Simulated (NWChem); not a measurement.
System: SiH₂, singlet; SMILES [SiH2]

NWChem input:

```
start job
memory heap 200 mb stack 900 mb global 1100 mb
geometry units angstroms noautoz
  Si     0.000000     0.000000     0.180908
  H      1.093423     0.000000    -0.889802
  H     -1.093423     0.000000    -0.889802
end
basis spherical
  Si library def2-tzvp
  H library def2-tzvp
end
dft
  xc r2scan
  iterations 150
end
task dft gradient
```

Output (shortened):

```
             Northwest Computational Chemistry Package (NWChem) 7.3.0
             --------------------------------------------------------

 C2V symmetry detected

                             Geometry "geometry" -> ""
                             -------------------------

 Output coordinates in angstroms (scale by  1.889725989 to convert to a.u.)

  No.       Tag          Charge          X              Y              Z
 ---- ---------------- ---------- -------------- -------------- --------------
    1 Si                  14.0000     0.00000000     0.00000000     0.13383875
    2 H                    1.0000     1.09342300     0.00000000    -0.93687125
    3 H                    1.0000    -1.09342300     0.00000000    -0.93687125

 Effective nuclear repulsion energy (a.u.)       9.9240098205

      Symmetry information
      --------------------

 Group name             C2v
 Group number             16
 Group order               4
 No. of unique centers     2

                                 NWChem DFT Module
                                 -----------------

 Summary of "ao basis" -> "ao basis" (spherical)
 ------------------------------------------------------------------------------
       Tag                 Description            Shells   Functions and Types
 ---------------- ------------------------------  ------  ---------------------
 Si                        def2-tzvp                13       37   5s5p2d1f
 H                         def2-tzvp                 4        6   3s1p

      Symmetry analysis of basis
      --------------------------

        a1         21
        a2          4
        b1         14
        b2         10

            General Information
            -------------------
          SCF calculation type: DFT
          Wavefunction type:  closed shell.
          No. of atoms     :     3
          No. of electrons :    16
           Alpha electrons :     8
            Beta electrons :     8
          Charge           :     0
          Spin multiplicity:     1
          Use of symmetry is: on ; symmetry adaption is: on
          Maximum number of iterations: 150
          AO basis - number of functions:    49
                     number of shells:    21
          Convergence on energy requested:  1.00D-06
          Convergence on density requested:  1.00D-05
          Convergence on gradient requested:  5.00D-04

              XC Information
              --------------
                      r^2SCAN Method XC Functional
               r^2SCAN metaGGA Exchange Functional  1.000
                     r^2SCAN Correlation Potential  1.000

             Grid Information
             ----------------
          Grid used for XC integration:  medium
          Radial quadrature: Mura-Knowles
          Angular quadrature: Lebedev.
          Tag              B.-S. Rad. Rad. Pts. Rad. Cut. Ang. Pts.
          ---              ---------- --------- --------- ---------
          Si                  1.10       88           8.0       590
          H                   0.35       45           8.0       434
          Grid pruning is: on
          Number of quadrature shells:   133
          Spatial weights used:  Erf1

      Superposition of Atomic Density Guess
      -------------------------------------

 Sum of atomic energies:        -289.83502890

      Non-variational initial energy
      ------------------------------

 Total energy =    -289.785250
 1-e energy   =    -421.082013
 2-e energy   =     121.372753
 HOMO         =      -0.234584
 LUMO         =      -0.093900

      Symmetry analysis of molecular orbitals - initial
      -------------------------------------------------

  Numbering of irreducible representations:

     1 a1          2 a2          3 b1          4 b2

  Orbital symmetries:

     1 a1          2 a1          3 b1          4 a1          5 b2
     6 a1          7 b1          8 a1          9 b2         10 b1
    11 a1         12 a1         13 b1         14 b2         15 a1
    16 a1         17 a2         18 b2

   convergence    iter        energy       DeltaE   RMS-Dens  Diis-err
 ---------------- ----- ----------------- --------- --------- ---------
 d= 0,ls=0.0,diis     1   -290.5659264013 -3.00D+02  7.34D-03  2.50D-01
 d= 0,ls=0.0,diis     2   -290.5750800320 -9.15D-03  5.27D-03  1.43D-02
 d= 0,ls=0.0,diis     3   -290.5767375888 -1.66D-03  1.91D-03  7.77D-03
 d= 0,ls=0.0,diis     4   -290.5779956504 -1.26D-03  1.44D-04  4.21D-05
 d= 0,ls=0.0,diis     5   -290.5780028075 -7.16D-06  2.39D-05  1.55D-06
 d= 0,ls=0.0,diis     6   -290.5780031554 -3.48D-07  3.27D-06  9.16D-09

         Total DFT energy =     -290.578003155413
      One electron energy =     -421.768914772341
           Coulomb energy =      142.803465014671
    Exchange-Corr. energy =      -21.536563218199
 Nuclear repulsion energy =        9.924009820456

 Numeric. integr. density =       15.999993324967

                  Occupations of the irreducible representations
                  ----------------------------------------------

                     irrep           alpha         beta
                     --------     --------     --------
                     a1                5.0          5.0
                     a2                0.0          0.0
                     b1                2.0          2.0
                     b2                1.0          1.0

                       DFT Final Molecular Orbital Analysis
                       ------------------------------------

 Vector    6  Occ=2.000000D+00  E=-4.757839D-01  Symmetry=a1
              MO Center= -1.8D-15, -1.2D-16, -3.8D-01, r^2= 1.6D+00
   Bfn.  Coefficient  Atom+Function         Bfn.  Coefficient  Atom+Function
  ----- ------------  ---------------      ----- ------------  ---------------
     4      0.565179  1 Si s                  3     -0.340813  1 Si s
     5      0.288348  1 Si s                 39      0.143256  2 H  s
    45      0.143256  3 H  s                 38      0.094306  2 H  s
    44      0.094306  3 H  s                 17     -0.091321  1 Si pz
     2      0.077548  1 Si s                  1      0.061070  1 Si s

 Vector    7  Occ=2.000000D+00  E=-3.033064D-01  Symmetry=b1
              MO Center= -2.3D-16, -3.5D-17, -5.8D-01, r^2= 2.1D+00
   Bfn.  Coefficient  Atom+Function         Bfn.  Coefficient  Atom+Function
  ----- ------------  ---------------      ----- ------------  ---------------
    15      0.328505  1 Si px                39      0.222248  2 H  s
    45     -0.222248  3 H  s                 40      0.157857  2 H  s
    46     -0.157857  3 H  s                 38      0.138360  2 H  s
    44     -0.138360  3 H  s                  6     -0.125394  1 Si px
    12      0.119094  1 Si px                18      0.108938  1 Si px

 Vector    8  Occ=2.000000D+00  E=-2.219654D-01  Symmetry=a1
              MO Center= -9.2D-16, -2.6D-15,  3.1D-01, r^2= 2.3D+00
   Bfn.  Coefficient  Atom+Function         Bfn.  Coefficient  Atom+Function
  ----- ------------  ---------------      ----- ------------  ---------------
     5      0.427515  1 Si s                 17      0.369238  1 Si pz
     4      0.338631  1 Si s                 20      0.221455  1 Si pz
     3     -0.201342  1 Si s                 39     -0.149720  2 H  s
    45     -0.149720  3 H  s                  8     -0.135724  1 Si pz
    14      0.132748  1 Si pz                40     -0.128878  2 H  s

 Vector    9  Occ=0.000000D+00  E=-1.407034D-01  Symmetry=b2
              MO Center= -1.3D-15,  1.3D-15,  1.1D-01, r^2= 2.5D+00
   Bfn.  Coefficient  Atom+Function         Bfn.  Coefficient  Atom+Function
  ----- ------------  ---------------      ----- ------------  ---------------
    16      0.540329  1 Si py                19      0.439072  1 Si py
     7     -0.170391  1 Si py                13      0.160332  1 Si py
    10     -0.081373  1 Si py

 Vector   10  Occ=0.000000D+00  E= 1.184006D-02  Symmetry=b1
              MO Center=  1.9D-15,  3.5D-16,  2.8D-01, r^2= 3.7D+00
   Bfn.  Coefficient  Atom+Function         Bfn.  Coefficient  Atom+Function
  ----- ------------  ---------------      ----- ------------  ---------------
    18      0.958261  1 Si px                40     -0.788567  2 H  s
    46      0.788567  3 H  s                 15      0.395167  1 Si px
    29     -0.148914  1 Si d  1              39     -0.134458  2 H  s
    45      0.134458  3 H  s                 24     -0.129333  1 Si d  1
     6     -0.107196  1 Si px                12      0.103350  1 Si px

 Vector   11  Occ=0.000000D+00  E= 5.891178D-02  Symmetry=a1
              MO Center=  1.8D-14, -6.6D-16, -1.2D-01, r^2= 4.7D+00
   Bfn.  Coefficient  Atom+Function         Bfn.  Coefficient  Atom+Function
  ----- ------------  ---------------      ----- ------------  ---------------
     5      1.464325  1 Si s                 40     -1.351994  2 H  s
    46     -1.351994  3 H  s                 20     -1.187925  1 Si pz
     4      0.452909  1 Si s                 17     -0.327924  1 Si pz
     3     -0.217967  1 Si s                 30     -0.108855  1 Si d  2
    25     -0.088943  1 Si d  2               8      0.077845  1 Si pz

     Multipole analysis of the density
     ---------------------------------

     L   x y z        total         alpha         beta         nuclear
     -   - - -        -----         -----         ----         -------
     0   0 0 0     -0.000000     -8.000000     -8.000000     16.000000

     1   1 0 0      0.000000      0.000000      0.000000      0.000000
     1   0 1 0     -0.000000     -0.000000     -0.000000      0.000000
     1   0 0 1     -0.072950     -0.036475     -0.036475     -0.000000

     2   2 0 0    -12.032184    -10.285563    -10.285563      8.538942
     2   1 1 0     -0.000000     -0.000000     -0.000000      0.000000
     2   1 0 1     -0.000000     -0.000000     -0.000000      0.000000
     2   0 2 0     -9.172187     -4.586093     -4.586093      0.000000
     2   0 1 1     -0.000000     -0.000000     -0.000000      0.000000
     2   0 0 2    -13.443653    -10.304023    -10.304023      7.164394

            General Information
            -------------------
          SCF calculation type: DFT
          Wavefunction type:  closed shell.
          No. of atoms     :     3
          No. of electrons :    16
           Alpha electrons :     8
            Beta electrons :     8
          Charge           :     0
          Spin multiplicity:     1
          Use of symmetry is: on ; symmetry adaption is: on
          Maximum number of iterations: 150
          AO basis - number of functions:    49
                     number of shells:    21
          Convergence on energy requested:  1.00D-06
          Convergence on density requested:  1.00D-05
          Convergence on gradient requested:  5.00D-04

              XC Information
              --------------
                      r^2SCAN Method XC Functional
               r^2SCAN metaGGA Exchange Functional  1.000
                     r^2SCAN Correlation Potential  1.000

             Grid Information
             ----------------
          Grid used for XC integration:  medium
          Radial quadrature: Mura-Knowles
          Angular quadrature: Lebedev.
          Tag              B.-S. Rad. Rad. Pts. Rad. Cut. Ang. Pts.
          ---              ---------- --------- --------- ---------
          Si                  1.10       88           8.0       590
          H                   0.35       45           8.0       434
          Grid pruning is: on
          Number of quadrature shells:   133
          Spatial weights used:  Erf1

          Convergence Information
          -----------------------
          Convergence aids based upon iterative change in
          total energy or number of iterations.
          Levelshifting, if invoked, occurs when the
          HOMO/LUMO gap drops below (HL_TOL):  1.00D-02
          DIIS, if invoked, will attempt to extrapolate
          using up to (NFOCK): 10 stored Fock matrices.

                    Damping( 0%)  Levelshifting(0.5)       DIIS
                  --------------- ------------------- ---------------
          dE  on:    start            ASAP                start
          dE off:    2 iters        150 iters           150 iters

                            NWChem DFT Gradient Module
                            --------------------------

  charge          =   0.00
  wavefunction    = closed shell

  Using symmetry

                         DFT ENERGY GRADIENTS

    atom               coordinates                        gradient
                 x          y          z           x          y          z
   1 Si      0.000000   0.000000   0.252919    0.000000   0.000000   0.001642
   2 H       2.066270   0.000000  -1.770430    0.001497   0.000000  -0.000821
   3 H      -2.066270   0.000000  -1.770430   -0.001497   0.000000  -0.000821
```

Level: r2SCAN/def2-TZVP. Low-valent species are run as closed-shell singlets; no triplet was tried in these runs. All runs use the structure optimised with B3LYP/6-31G* (spherical d).
